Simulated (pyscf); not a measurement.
# Four-centre exchange: `[CH4]` + `[OH][AlH2]` -> `[CH3][OH]` + `[AlH3]`

Gas phase, singlet surface, charge 0. Bonds broken: C1–H9, Al2–O8. Bonds formed: C1–O8, Al2–H9. Optimised with ωB97X-D3(BJ)/def2-SVP in PySCF. MP2 and CC: frozen core, UHF for open shells. ΔMP2 is the change of the MP2 total energy from the triple- to the quadruple-zeta basis.

Transition state (Å):

```xyz
10

C      0.3719    -0.2566    -0.5021
Al    -0.9394     1.9804     0.3602
H      0.3590    -0.7288     0.4842
H     -0.1667    -0.8595    -1.2396
H      1.3654     0.0388    -0.8427
H     -2.0130     1.3389     1.3611
H     -0.7783     3.5649     0.2920
O     -0.9025     1.0882    -1.2397
H      0.5032     1.1296     0.4990
H     -1.6848     0.7314    -1.6831
```

One imaginary mode, 1144i cm⁻¹; descent along it reached the two sides named, in the forms told below.

```csv
bond,change,reactant side (Å),saddle,product side
C1–H9,breaks,1.102,1.715,3.4
Al2–O8,breaks,1.716,1.832,2.004
C1–O8,forms,3.5,1.994,1.433
Al2–H9,forms,2.536,1.681,1.599
```

Electronic energies relative to the separated reactants (kcal/mol):

```json
[
 {"level": "ωB97X-D3(BJ)/def2-TZVP", "barrier": "91.4", "reaction energy": "+58.4", "reverse barrier": "33.0"},
 {"level": "PBE/def2-TZVP", "barrier": "83.7", "reaction energy": "+57.6", "reverse barrier": "26.1"},
 {"level": "r²SCAN/def2-TZVP", "barrier": "87.0", "reaction energy": "+60.6", "reverse barrier": "26.5"},
 {"level": "B3LYP-D3(BJ)/def2-TZVP", "barrier": "88.7", "reaction energy": "+59.0", "reverse barrier": "29.7"},
 {"level": "PBE0-D3(BJ)/def2-TZVP", "barrier": "88.7", "reaction energy": "+57.5", "reverse barrier": "31.2"},
 {"level": "M06-2X/def2-TZVP", "barrier": "93.3", "reaction energy": "+60.6", "reverse barrier": "32.7"},
 {"level": "ωB97M-D3(BJ)/def2-TZVP", "barrier": "91.5", "reaction energy": "+59.1", "reverse barrier": "32.4"},
 {"level": "HF/def2-TZVP", "barrier": "107.8", "reaction energy": "+56.9", "reverse barrier": "50.9"},
 {"level": "MP2/def2-QZVPP", "barrier": "98.0", "reaction energy": "+62.7", "reverse barrier": "35.2"},
 {"level": "CCSD/def2-TZVPP", "barrier": "97.5", "reaction energy": "+59.3", "reverse barrier": "38.2"},
 {"level": "CCSD(T)/def2-TZVPP", "barrier": "94.0", "reaction energy": "+59.6", "reverse barrier": "34.4"},
 {"level": "CCSD(T)/def2-TZVPP + ΔMP2(QZVPP)", "barrier": "93.9", "reaction energy": "+60.1", "reverse barrier": "33.8"}
]
```

With CCSD(T)/def2-TZVPP + ΔMP2(QZVPP) energies and thermal terms (ideal gas, 1 atm, RRHO with modes under 100 cm⁻¹ raised to 100, one conformer, R ln 2 for rigid chiral ones), in kcal/mol:

```tsv
T (K)	ΔH‡	ΔG‡	ΔH	ΔG
298	92.6	102.2	+59.1	+58.7
600	93.0	111.8	+58.7	+58.4
900	93.7	121.0	+58.6	+58.3
1200	94.6	130.0	+58.7	+58.2
```

On the product side the descent ends in an adduct with a Al–O contact, 26.0 kcal/mol under the separated species and 59.0 kcal/mol under the saddle at ωB97X-D3(BJ)/def2-TZVP. What is counted as broken (Al–O) persists as a longer contact in the product adduct; parting that adduct is a step of its own. The same reactants have a lower exit, to H₃C–AlH₂ + H₂O (highest point, the separated products, at +36.2 kcal/mol at ωB97M-D3(BJ), against +91.5 kcal/mol here). One saddle was located; it need not be the lowest between these sides. The CCSD(T) − MP2 part came from Ansatz, without density fitting, on the same reference.
